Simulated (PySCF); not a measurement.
BTD, C₆H₄N₂S.
Atom-mapped SMILES: `[cH:1]1[cH:2][cH:3][c:4]2[n:5][s:6][n:7][c:8]2[cH:9]1` (hydrogens: H10 on C1; H11 on C2; H12 on C3; H13 on C9)

Level of theory: PySCF 2.14.0, PBE0-D3(BJ)/def2-SVP geometry optimisation, gas phase.

**Question.** Give the optimised bond lengths and angles.

**Answer.** 
| bond | length (pm) |
| --- | --- |
| C1–C2 | 143.0 |
| C3–C4, C8–C9 | 142.2 |
| C4–N5, N7–C8 | 133.4 |
| N5–S6, S6–N7 | 162.5 |
| C1–C9, C2–C3 | 137.0 |
| C4–C8 | 144.9 |
| C1–H10, C2–H11 | 109.3 |
| C3–H12, C9–H13 | 109.1 |

Bonds in one row agree within 1 pm and their mean is given. A selection of angles:
| angle | degrees |
| --- | --- |
| C2–C1–C9 | 121.8 |
| C2–C3–C4 | 118.1 |
| C3–C4–N5 | 126.8 |
| C3–C4–C8 | 120.1 |
| N5–C4–C8 | 113.2 |
| C4–N5–S6 | 106.6 |
| N5–S6–N7 | 100.5 |

The C–C distances run from 1.370 Å (C1–C9, aromatic) to 1.449 Å (C4–C8, aromatic), a spread of 0.079 Å. The 5-membered ring C4–N5–S6–N7–C8 has internal angles of 100.5° to 113.2°; it is planar, 0.00 Å rms from its mean plane, widest ring torsion 0°. S6 (ring sulfur) is bent (angle 100.5°). The 9 heavy atoms lie in one plane (0.001 Å rms). The 6-membered ring C1–C2–C3–C4–C8–C9 has internal angles of 118.1° to 121.8° (sum 720°, against 720° for a flat polygon); it is planar, 0.00 Å rms from its mean plane, widest ring torsion 0°.

Point group: C2v (every atom within 0.08 Å of its image). No frequency check.
